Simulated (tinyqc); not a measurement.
Worked calculation: extended Hueckel theory, for N2+. The parameters take no account of the charge, which enters only through the electron count. One step of it, computed by the program tinyqc.

Problem. Wolfsberg-Helmholz matrix. H_ij = K' S_ij (H_ii + H_jj)/2 for i != j (the diagonal keeps H_ii), with K' = 1.5.

overlap S, lower triangle:
```
            1N 2s    1N 2px    1N 2py     1N 2pz     2N 2s    2N 2px    2N 2py    2N 2pz
1N 2s    1.000000
1N 2px   0.000000  1.000000
1N 2py   0.000000  0.000000  1.000000
1N 2pz   0.000000  0.000000  0.000000   1.000000
2N 2s    0.346005  0.000000  0.000000   0.369423  1.000000
2N 2px   0.000000  0.196176  0.000000   0.000000  0.000000  1.000000
2N 2py   0.000000  0.000000  0.196176   0.000000  0.000000  0.000000  1.000000
2N 2pz  -0.369423  0.000000  0.000000  -0.329946  0.000000  0.000000  0.000000  1.000000
```

diagonal H_ii (eV): 1N 2s -26.000000, 1N 2px -13.400000, 1N 2py -13.400000, 1N 2pz -13.400000, 2N 2s -26.000000, 2N 2px -13.400000, 2N 2py -13.400000, 2N 2pz -13.400000

K = 1.500000

Give: H.

Solution.

H (eV), lower triangle:
```
          1N 2s   1N 2px   1N 2py   1N 2pz    2N 2s   2N 2px   2N 2py   2N 2pz
1N 2s   -26.000
1N 2px    0.000  -13.400
1N 2py    0.000    0.000  -13.400
1N 2pz    0.000    0.000    0.000  -13.400
2N 2s   -13.494    0.000    0.000  -10.916  -26.000
2N 2px    0.000   -3.943    0.000    0.000    0.000  -13.400
2N 2py    0.000    0.000   -3.943    0.000    0.000    0.000  -13.400
2N 2pz   10.916    0.000    0.000    6.632    0.000    0.000    0.000  -13.400
```
